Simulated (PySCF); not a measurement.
Cubic BN: correlation energy from several methods in one and the same small orbital space (PySCF; 2 atoms at the zone centre, 8 electrons in 58 orbitals, empty ones MP2 natural orbitals of a TZ basis, lattice constant set to 3.7968 Å). Its volume lies 16 % above that of the crystal's usual cell. It tests the methods against each other and lies far from the crystal's limit.

CCSDT(Q) gives -3.6308 eV per atom.

Task: What share of it do MP2, CCSD, CCSD(T), CCSDT recover?

Result: MP2 81.3 %; CCSD 96.1 %; CCSD(T) 99.3 %; CCSDT 99.8 %.

```
method    E_corr (eV per atom)  share of CCSDT(Q) (%)  difference (meV)
--------  --------------------  ---------------------  ----------------
MP2                    -2.9518                   81.3               679
CCSD                   -3.4886                   96.1               142
CCSD(T)                -3.6043                   99.3                26
CCSDT                  -3.6237                   99.8                 7
CCSDT(Q)               -3.6308                  100.0                 0
```

MP2, (T) and (Q) use filled levels shifted down by the Madelung term, which in so small a cell is a large part of the gap, so these rows hang on it.

CCSDT(Q) is the highest level reached here, not an exact value.
